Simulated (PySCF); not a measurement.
For rock-salt NaF, PBE in PySCF (GTH pseudopotentials, Gaussian basis) gives:

| Item | Result |
|---|---|
| lattice parameter a | 4.706 Å |
| bulk modulus | 44.9 GPa |
| cohesive energy | 3.82 eV/atom |
| band gap at the measured cell | 6.36 eV |

What does Hartree–Fock (PySCF, GTH pseudopotentials, Gaussian basis) give for the same quantities?


- lattice constant a: 4.610 Å (shrinks by 2.0 %)
- bulk modulus: 53.1 GPa (goes up by 18 %)
- cohesive energy: 2.90 eV/atom (decreases by 0.92 eV/atom)
- band gap at the measured cell: 18.45 eV (increases by 12.09 eV)

For comparison: lattice constant a 4.582 Å (measured, static lattice: zero-point anharmonic expansion removed; as tabulated in Mejia-Rodriguez and Trickey (2018), arXiv:1807.09216); bulk modulus 53.1 GPa (measured, 0 K value with the zero-point phonon effect removed; as tabulated in Mejia-Rodriguez and Trickey (2018), arXiv:1807.09216); cohesive energy 3.97 eV/atom (measured, static lattice: zero-point vibration energy added; as tabulated in Mejia-Rodriguez and Trickey (2018), arXiv:1807.09216); band gap 11.7 eV (measured, temperature not stated, not corrected to a static lattice, our sources range from 11.50 to 11.70; as tabulated in Koller et al. (2013), arXiv:1304.4470).

Changes are worked out from the printed values.

Unless a cell is named, each level is at its own relaxed cell (PBE 13.03, Hartree–Fock 12.25 Å³/atom).

Density-functional gaps are differences of (generalised) Kohn–Sham levels.
